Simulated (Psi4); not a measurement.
Psi4 input (wB97X-D/6-31G*):

```
memory 1500 MB

molecule {
-1 1
C    -0.02414292    1.12315603    0.01877293
S     0.01525850   -0.70984264   -0.01186463
H    -1.05021111    1.51794223    0.00835545
H     0.46073541    1.53526110    0.91534586
H     0.49019726    1.56534275   -0.84650488
symmetry c1
no_reorient
no_com
}

set {
  basis 6-31G*
  reference rks
  scf_type pk
  dft_radial_points 99
  dft_spherical_points 590
  e_convergence 1e-8
  d_convergence 1e-7
  maxiter 150
}

e = energy('wb97x-d')
print_out(f'\nFINAL {e:.10f} DIPOLE {variable("CURRENT DIPOLE")[0]:.6f} {variable("CURRENT DIPOLE")[1]:.6f} {variable("CURRENT DIPOLE")[2]:.6f}\n')
```

From the last part of the output:

```

  ==> Post-Iterations <==

   Electrons on quadrature grid:
      Ntotal   =   26.0000000698 ; deviation = 6.979e-08

    Orbital Energies [Eh]
    ---------------------

    Doubly Occupied:

       1A    -88.724095     2A    -10.101689     3A     -7.740344
       4A     -5.692483     5A     -5.683195     6A     -5.683195
       7A     -0.606685     8A     -0.438796     9A     -0.284029
      10A     -0.284027    11A     -0.168933    12A     -0.026646
      13A     -0.026646

    Virtual:

      14A      0.359729    15A      0.421037    16A      0.430369
      17A      0.430369    18A      0.661413    19A      0.706717
      20A      0.726924    21A      0.726924    22A      0.843961
      23A      0.843962    24A      0.903978    25A      1.153403
      26A      1.153404    27A      1.208361    28A      1.208363
      29A      1.210400    30A      1.256893    31A      1.256894
      32A      1.343762    33A      1.523934    34A      2.012733
      35A      2.012738    36A      2.452518    37A      2.541307
      38A      2.541308    39A      4.295096    40A      4.507189

    Final Occupation by Irrep:
              A
    DOCC [    13 ]
    NA   [    13 ]
    NB   [    13 ]

  @RKS Final Energy:  -438.07570258626981

   => Energetics <=

    Nuclear Repulsion Energy =             47.5543597652001182
    One-Electron Energy =                -704.4266295932279718
    Two-Electron Energy =                 242.0440693662600609
    DFT Exchange-Correlation Energy =     -23.2470471163815944
    Empirical Dispersion Energy =          -0.0004550081205458
    VV10 Nonlocal Energy =                  0.0000000000000000
    Total Energy =                       -438.0757025862699265

Computation Completed

Properties will be evaluated at   0.000000,   0.000000,   0.000000 [a0]

Properties computed using the SCF density matrix

 Multipole Moments:

 ------------------------------------------------------------------------------------
     Multipole            Electronic (a.u.)      Nuclear  (a.u.)        Total (a.u.)
 ------------------------------------------------------------------------------------

 L = 1.  Multiply by 2.5417464519 to convert [e a0] to [Debye]
 Dipole X            :         -0.0276966            0.0000001           -0.0276966
 Dipole Y            :          1.2882454            0.0000000            1.2882455
 Dipole Z            :          0.0215355           -0.0000001            0.0215354
 Magnitude           :                                                    1.2887231

 ------------------------------------------------------------------------------------

FINAL -438.0757025863 DIPOLE -0.027697 1.288245 0.021535

*** Psi4 exiting successfully. Buy a developer a beer!
```

The dipole moment of an ion depends on the origin.
